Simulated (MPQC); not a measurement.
**A workflow on CHF2 (difluoromethyl radical)**

We compute a single-point energy (doublet CHF2, UB3LYP/def2-SVP), then the energy (quartet CHF2, UB3LYP/def2-SVP), then the energy (doublet CHF2, UB3LYP/def2-SVP), then a single-point energy (doublet CHF2, UB3LYP/def2-SVP), then a single-point energy (doublet CHF2, UB3LYP/def2-SVP), then the energy (doublet CHF2, UB3LYP/def2-SVP) of CHF2. The setting varied is the integration grid. 

The results are computed with MPQC 2.3.1.

2 further runs of the same task are left out: 1 that didn't finish, 1 set aside as unsound or not needed.

## (1) The system as given

The species is CHF2 (4 atoms), meant as a doublet with charge 0. As SMILES, `F[CH]F`. The shape is that of a PBE0-D4/def2-TZVP optimisation.

Bond lengths: F1–C2 1.321 Å, C2–F3 1.321 Å, C2–H4 1.090 Å. Angles: F1–C2–F3 111.3°, F1–C2–H4 114.3°, F3–C2–H4 114.3°.

## (2) The energy at UB3LYP/def2-SVP (run 1)

Input file mol.in:

```
% CHF2
molecule<Molecule>: (
   symmetry = c1
   unit = angstrom
   { atoms geometry } = {
      F  [ -1.208200 0.264600 -0.141700 ]
      C  [ 0.038600 0.063400 0.244400 ]
      F  [ 0.433100 -1.166800 -0.029600 ]
      H  [ 0.736500 0.838700 -0.073100 ]
   }
)
basis<GaussianBasisSet>: (
   name = "def2-SVP"
   molecule = $:molecule
   basisdir = "."
   puream = yes
)
mpqc: (
   checkpoint = no
   savestate = no
   restart = no
   do_energy = yes
   do_gradient = no
   optimize = no
   mole<UKS>: (
      molecule = $:molecule
      basis = $:basis
      total_charge = 0
      multiplicity = 2
      memory = 1000000000
      print_evals = yes
      print_npa = yes
      maxiter = 70
      value_accuracy = 1e-08
      functional<StdDenFunctional>: ( name = "B3LYP" )
      integrator<RadialAngularIntegrator>: ( grid = coarse )
      guess_wavefunction<ExtendedHuckelWfn>: (
         molecule = $:molecule
         total_charge = 0
         multiplicity = 2
         basis<GaussianBasisSet>: (
            name = "STO-3G"
            molecule = $:molecule
         )
      )
   )
)
```

The basis set def2-SVP is read from a file made from the Basis Set Exchange's data (not shown).

Launch:

```bash
$ mpqc -o mol.out mol.in
```

The log of the run:

```text
MPQC: Massively Parallel Quantum Chemistry
[...]
  USCF::init: total charge = 0
[...]
  Integrated electron density error = -0.002602808094
  iter     1 energy = -234.2390924648 delta = 1.49264e-01
  Integrated electron density error = -0.001733001525
  iter     2 energy = -237.5744849545 delta = 6.36405e-02
[...]
  Integrated electron density error = -0.000066323184
  iter    17 energy = -238.1303358910 delta = 2.09398e-07
  Integrated electron density error = -0.000066323177
  iter    18 energy = -238.1303358910 delta = 8.00364e-08
  Integrated electron density error = -0.000066323187
  iter    19 energy = -238.1303358909 delta = 2.85245e-08
  Integrated electron density error = -0.000066323185
  iter    20 energy = -238.1303358909 delta = 1.47776e-08
[...]
  <S^2>      = 0.751867
  total scf energy = -238.1303358909
Value of the MolecularEnergy: -238.1303358909
[...]
        symmetry = c1
[...]
        nbasis = 47
[...]
      nalpha = 13
      nbeta = 12
[...]
```

Run time: 5.7 s. Hardware: 1 thread of Arm Neoverse N1, shared host; peak memory 0.099 GiB.

## (3) The quartet: a single-point energy at UB3LYP/def2-SVP (run 2)

mol.in: that of step 2 with these lines changed.

```diff
@@ -28,3 +28,3 @@
       total_charge = 0
-      multiplicity = 2
+      multiplicity = 4
       memory = 1000000000
@@ -39,3 +39,3 @@
          total_charge = 0
-         multiplicity = 2
+         multiplicity = 4
          basis<GaussianBasisSet>: (
```

The basis set def2-SVP is read from a file made from the Basis Set Exchange's data (not shown).

Launch:

```bash
$ mpqc -o mol.out mol.in
```

The log of the run:

```text
MPQC: Massively Parallel Quantum Chemistry
                                   Version 2.3.1

  Using IntegralV3 by default for molecular integrals evaluation

  USCF::init: total charge = 0

  alpha = [ 14 ]
  beta  = [ 11 ]

  Molecular formula CHF2

  The following keywords in "mol.in" were ignored:
    mpqc:mole:guess_wavefunction:multiplicity

  MPQC options:
    matrixkit     = <ReplSCMatrixKit>
    restart       = no
    checkpoint    = no
    savestate     = no
    do_energy     = yes
    do_gradient   = no
    optimize      = no
    write_pdb     = no
    print_mole    = yes
    print_timings = yes

  SCF::compute: energy accuracy = 1.0000000e-08

  nuclear repulsion energy =   70.5382734432

  Projecting guess wavefunction into the present basis set
      Using symmetric orthogonalization.
      n(basis):            16
      Maximum orthogonalization residual = 1.86786
      Minimum orthogonalization residual = 0.287728
      docc = [ 12]
      socc = [ 1]

      Projecting the guess density.

        The number of electrons in the guess density = 25
        Using symmetric orthogonalization.
        n(basis):            47
        Maximum orthogonalization residual = 3.80693
        Minimum orthogonalization residual = 0.0232186
        The number of electrons in the projected density = 24.8535

      Projecting the guess density.

        The number of electrons in the guess density = 25
        The number of electrons in the projected density = 24.8535

  Beginning iterations.  Basis is def2-SVP.
  Integrated electron density error = -0.004896132495
  iter     1 energy = -231.7774101507 delta = 1.59788e-01
  Integrated electron density error = -0.002961529590
  iter     2 energy = -236.8054356101 delta = 9.84615e-02
  Integrated electron density error = -0.003883697039
  iter     3 energy = -236.9334064473 delta = 6.95972e-02
  Integrated electron density error = -0.003530281994
  iter     4 energy = -237.5033170797 delta = 2.25130e-02
  Integrated electron density error = -0.003289114095
  iter     5 energy = -237.6178907361 delta = 1.38841e-02
  Integrated electron density error = -0.000103728621
  iter     6 energy = -237.6268828228 delta = 5.89508e-03
  Integrated electron density error = -0.000103316480
  iter     7 energy = -237.6295416591 delta = 3.62404e-03
  Integrated electron density error = -0.000103138219
  iter     8 energy = -237.6331054529 delta = 3.33279e-03
  Integrated electron density error = -0.000103489718
  iter     9 energy = -237.6357457420 delta = 3.56966e-03
  Integrated electron density error = -0.000103978590
  iter    10 energy = -237.6381005426 delta = 3.33632e-03
  [... 50 further iterations ...]
  Integrated electron density error = -0.000079484762
  iter    61 energy = -237.6889515039 delta = 4.39273e-03
  Integrated electron density error = -0.000079216439
  iter    62 energy = -237.6892827703 delta = 5.72906e-03
  Integrated electron density error = -0.000078861427
  iter    63 energy = -237.6895325946 delta = 3.98505e-03
  Integrated electron density error = -0.000078775724
  iter    64 energy = -237.6897334879 delta = 2.88763e-03
  Integrated electron density error = -0.000078880251
  iter    65 energy = -237.6898644236 delta = 2.69658e-03
  Integrated electron density error = -0.000078907243
  iter    66 energy = -237.6899494860 delta = 2.02798e-03
  Integrated electron density error = -0.000078886837
  iter    67 energy = -237.6900258119 delta = 1.86346e-03
  Integrated electron density error = -0.000078837908
  iter    68 energy = -237.6900944767 delta = 1.97529e-03
  Integrated electron density error = -0.000079024862
  iter    69 energy = -237.6901649264 delta = 2.42696e-03
  Integrated electron density error = -0.000078988174
  iter    70 energy = -237.6902067606 delta = 1.22718e-03

  <S^2>exact = 3.750000
  <S^2>      = 3.754321

  total scf energy = -237.6902067606
ERROR: SC EXCEPTION RAISED:
terminate called after throwing an instance of 'sc::ToleranceExceeded'
```

Run time: 19 s. Hardware: 1 thread of Arm Neoverse N1, shared host; peak memory 0.23 GiB.

The run stopped without converging.

## (4) A single-point energy at UB3LYP/def2-SVP (run 3)

mol.in: that of step 3 with these lines changed.

```diff
@@ -28,3 +28,3 @@
       total_charge = 0
-      multiplicity = 4
+      multiplicity = 2
       memory = 1000000000
@@ -35,3 +35,3 @@
       functional<StdDenFunctional>: ( name = "B3LYP" )
-      integrator<RadialAngularIntegrator>: ( grid = coarse )
+      integrator<RadialAngularIntegrator>: ( grid = medium )
       guess_wavefunction<ExtendedHuckelWfn>: (
@@ -39,3 +39,3 @@
          total_charge = 0
-         multiplicity = 4
+         multiplicity = 2
          basis<GaussianBasisSet>: (
```

The basis set def2-SVP is read from a file made from the Basis Set Exchange's data (not shown).

Launch:

```bash
$ mpqc -o mol.out mol.in
```

The log of the run:

```text
MPQC: Massively Parallel Quantum Chemistry
[...]
  USCF::init: total charge = 0
[...]
  Integrated electron density error = -0.002602808094
  iter     1 energy = -234.2390924648 delta = 1.49264e-01
  Integrated electron density error = -0.001733001525
  iter     2 energy = -237.5744849545 delta = 6.36405e-02
[...]
  Integrated electron density error = 0.000002960965
  iter    17 energy = -238.1304031830 delta = 2.45971e-07
  Integrated electron density error = 0.000002960968
  iter    18 energy = -238.1304031829 delta = 7.96811e-08
  Integrated electron density error = 0.000002960968
  iter    19 energy = -238.1304031829 delta = 3.27332e-08
  Integrated electron density error = 0.000002960968
  iter    20 energy = -238.1304031829 delta = 1.62637e-08
[...]
  <S^2>      = 0.751867
  total scf energy = -238.1304031829
Value of the MolecularEnergy: -238.1304031829
[...]
        symmetry = c1
[...]
        nbasis = 47
[...]
      nalpha = 13
      nbeta = 12
[...]
```

Run time: 9.6 s. Hardware: 1 thread of Arm Neoverse N1, shared host; peak memory 0.23 GiB.

Runs 4 to 5 aren't shown in full; the table further down has their settings and results.

## (5) A single-point energy at UB3LYP/def2-SVP (run 6)

mol.in: that of step 4 with these lines changed.

```diff
@@ -35,3 +35,3 @@
       functional<StdDenFunctional>: ( name = "B3LYP" )
-      integrator<RadialAngularIntegrator>: ( grid = medium )
+      integrator<RadialAngularIntegrator>: ( grid = ultrafine )
       guess_wavefunction<ExtendedHuckelWfn>: (
```

The basis set def2-SVP is read from a file made from the Basis Set Exchange's data (not shown).

Launch:

```bash
$ mpqc -o mol.out mol.in
```

The log of the run:

```text
MPQC: Massively Parallel Quantum Chemistry
[...]
  USCF::init: total charge = 0
[...]
  Integrated electron density error = -0.002602808094
  iter     1 energy = -234.2390924648 delta = 1.49264e-01
  Integrated electron density error = -0.001733001525
  iter     2 energy = -237.5744849545 delta = 6.36405e-02
[...]
  Integrated electron density error = -0.000000070473
  iter    17 energy = -238.1304083399 delta = 3.31662e-07
  Integrated electron density error = -0.000000070472
  iter    18 energy = -238.1304083400 delta = 1.33059e-07
  Integrated electron density error = -0.000000070472
  iter    19 energy = -238.1304083400 delta = 4.42923e-08
  Integrated electron density error = -0.000000070472
  iter    20 energy = -238.1304083400 delta = 1.47069e-08
[...]
  <S^2>      = 0.751867
  total scf energy = -238.1304083400
Value of the MolecularEnergy: -238.1304083400
[...]
        symmetry = c1
[...]
        nbasis = 47
[...]
      nalpha = 13
      nbeta = 12
[...]
```

Wall time 44 s (1 thread of Arm Neoverse N1, shared host); peak memory 0.23 GiB.

## (6) All runs side by side

| run | integration grid | partner | energy (Eh) | ⟨S²⟩ | wall time |
| --- | --- | --- | --- | --- | --- |
| 1 | coarse | base | -238.130336 | 0.752 | 5.7 s |
| 2 | coarse | other spin | not converged | – | 19 s |
| 3 | medium | base | -238.130403 | 0.752 | 9.6 s |
| 4 | fine | base | -238.130418 | 0.752 | 14 s |
| 5 | xfine | base | -238.130406 | 0.752 | 26 s |
| 6 | ultrafine | base | -238.130408 | 0.752 | 44 s |

Convergence of the total energy of doublet CHF2 with the integration grid, against the last point:

| integration grid | from the last (mEh) | wall time |
| --- | --- | --- |
| coarse | +0.072 | 5.7 s |
| medium | +0.005 | 9.6 s |
| fine | -0.009 | 14 s |
| xfine | +0.002 | 26 s |
| ultrafine | +0.000 | 44 s |

## (7) What came out

```
                            quantity          value
run 6, UB3LYP/def2-SVP: total energy  -238.13041 Eh
        run 6, UB3LYP/def2-SVP: ⟨S²⟩          0.752
```

Over the runs the total energy spans 0.002 eV. All runs together took 2 min, the longest 44 s. 1 of the 6 runs did not end normally.
